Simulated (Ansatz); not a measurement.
Isomers of C$_{6}$H$_{12}$, relaxed with PBE0-D4/def2-TZVP in Ansatz; electronic energies, one conformer each and not always the lowest. Functionals use def2-TZVPP; CBS adds triple-zeta CCSD(T) − MP2 to the MP2 limit of def2-TZVPP and def2-QZVPP.

**Question.** Order them by energy at frozen-core CCSD(T)/CBS, lowest first. (Best estimate.)
A. `C/C=C/C(C)C`
B. `CC1CCCC1`
C. `C1CCCCC1`
D. `C=CC(C)CC`
E. `C=CCCCC`

**Answer.** B (0.0 kcal/mol), C (1.4 kcal/mol), A (13.3 kcal/mol), D (14.9 kcal/mol), E (16.6 kcal/mol).

**Question.** How do HF/CBS(def2), B3LYP, B2PLYP, PBE-D4 place them (kcal/mol, against `CC1CCCC1`)? (An estimate is asked.)

**Answer.** The calculation gave: 
```tsv
isomer	HF/CBS(def2)	B3LYP	B2PLYP	PBE-D4
`C/C=C/C(C)C`	10.2	9.1	11.2	13.2
`C1CCCCC1`	2.0	2.0	1.9	1.8
`C=CC(C)CC`	12.1	11.8	13.4	15.9
`C=CCCCC`	13.1	12.9	14.9	17.2
```

B3LYP here is the variant with VWN-RPA as its local correlation; programs differ in this.
